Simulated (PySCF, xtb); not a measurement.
Na2, SMILES [Na][Na].

GFN2-xTB in xtb at its own geometry gives an orbital gap of 2.41 eV and a dipole moment of 0.00 D.

The structure is a stationary point at B3LYP-D3(BJ)/def2-TZVPD.

Question: What does ωB97X/def2-TZVPD run with PySCF give? (Estimate from the structure and the level; the computed values follow.)

Answer: gap 4.84 eV (levels -5.00 and -0.16 eV), dipole 0.00 D.
